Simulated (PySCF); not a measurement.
Species: C₃H₂ (singlet state).
Structure used (PBE0-D3(BJ)/def2-SVP), in Å, numbered top down from 1:
```xyz
5
C3H2 angstrom
C      1.883   -0.195   -0.836
C      0.707   -0.077   -0.316
C     -0.503    0.045    0.217
H     -1.048    0.998    0.195
H     -1.005   -0.803    0.702
```

Computed with PySCF at B3LYP/def2-SVPD, non-relativistic, on one gas-phase PBE0-D3(BJ)/def2-SVP geometry that isn't relaxed in the solvent. The solvent is an IEF-PCM continuum (Bondi radii, 1.10 Å for H, scaled by 1.2), and excitations are vertical TDDFT with non-equilibrium linear response and a frozen core. The model holds no explicit solvent molecules, cavitation or dispersion.

Gas-phase singlets (H = HOMO, L = LUMO):

| state | E (eV) | λ (nm) | f | leading configuration |
| --- | --- | --- | --- | --- |
| S1 | 1.837 | 675 | 0.000 | H→L 100% |
| S2 | 2.472 | 502 | 0.007 | H-1→L 100% |
| S3 | 5.414 | 229 | 0.103 | H-2→L 83% |
| S4 | 6.964 | 178 | 0.000 | H→L+1 98% |
| S5 | 7.203 | 172 | 0.039 | H-1→L+2 98% |

Task: What are the lowest 5 singlets in dimethylsulfoxide (ε = 46.83)?

Result: 
```tsv
state	E (eV)	λ (nm)	f	leading configuration	change by rank (eV)
S1	1.956	634	0.000	H→L 100%	+0.119
S2	2.935	422	0.011	H-1→L 100%	+0.463
S3	5.249	236	0.162	H-2→L 86%	-0.165
S4	7.380	168	0.030	H→L+2 97%	+0.416
S5	7.449	166	0.000	H-3→L 96%	+0.246
```

Task: The ground-state energy changes by -0.325 eV from gas to dimethylsulfoxide. By how much does the total energy of gas-phase S1 change?

Result: E(S1) = E(S0) + excitation energy, so it changes by -0.325 + 0.119 = -0.206 eV: it is lowered less than the ground state, which is what a blue shift means. This is the vertical state, with the slow part of the continuum still set for S0.

Task: How do the frontier levels move from gas to dimethylsulfoxide?

Result: 
```tsv
orbital	gas (eV)	solvent (eV)	change (eV)	Löwdin shares, gas	Löwdin shares, solvent
LUMO+2	0.18	0.69	+0.51	C1 41 %, C2 28 %, C3 13 %, H5 9 %	C3 38 %, C2 27 %, C1 13 %, H5 11 %
LUMO+1	0.16	0.22	+0.06	C3 44 %, H4 18 %, H5 18 %, C2 16 %	C1 43 %, C2 32 %, C3 11 %, H4 7 %
LUMO	-4.25	-4.12	+0.13	C1 37 %, C3 32 %, C2 24 %	C1 37 %, C3 34 %, C2 23 %
HOMO	-7.75	-7.74	+0.01	C2 44 %, C1 40 %, C3 10 %	C2 43 %, C1 42 %, C3 10 %
HOMO-1	-7.99	-8.32	-0.33	C1 82 %, C2 17 %	C1 82 %, C2 17 %
HOMO-2	-9.69	-9.54	+0.15	C2 41 %, C3 35 %, C1 17 %	C2 42 %, C3 33 %, C1 19 %
HOMO-3	-13.56	-13.15	+0.41	C3 48 %, H5 18 %, H4 18 %, C2 13 %	C3 48 %, H5 18 %, H4 18 %, C2 14 %
```

The HOMO–LUMO gap goes from 3.50 to 3.62 eV. Rows go by rank; for LUMO+1 and LUMO+2 the atom shares or the degeneracy differ between the runs, so the row needn't follow one orbital.

The run took 2.0 s wall on one thread, Arm Neoverse V1 (aarch64), shared host with 32 logical CPUs at a one-minute load of 21, and the process peaked at 0.38 GiB of memory. This is the whole response run at B3LYP/def2-SVPD in dimethylsulfoxide, SCF included.
